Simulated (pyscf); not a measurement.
PySCF, gas phase, ωB97X-D3(BJ)/def2-SVP geometries.

### Question
Estimate by transition-state theory the rate constant of H₃C–Zn–CH₃ (SMILES [CH3][Zn][CH3]) + HF (SMILES F) → CH₄ (SMILES C) + H₃C–Zn–F (SMILES [CH3][Zn][F]) (singlet surface; C–Zn, F–H broken, C–H, F–Zn formed) at 298 K, with ωB97M-D3(BJ)/def2-TZVP energies (ideal gas, 1 atm, RRHO with modes under 100 cm⁻¹ raised to 100, one conformer, R ln 2 for rigid chiral ones; no tunnelling).

### Answer
The electronic barrier is 8.0 kcal/mol and the thermal terms add +6.9, so ΔG‡ = 14.9 kcal/mol. With k_BT/h = 6.21e+12 s⁻¹ and RT = 0.592 kcal/mol, and a volume of 4.06e-20 cm³ per molecule at 1 atm, k = 3.0e-18 cm³ molecule⁻¹ s⁻¹. Wigner's tunnelling factor for 995i cm⁻¹ would be 1.96, likely too low at so high a frequency. A shift of 1 kcal/mol in the barrier changes k by a factor 5.4. This is the saddle that the search found; another between the same sides may lie lower. Elements up to Kr have no core potential and no relativistic terms here.
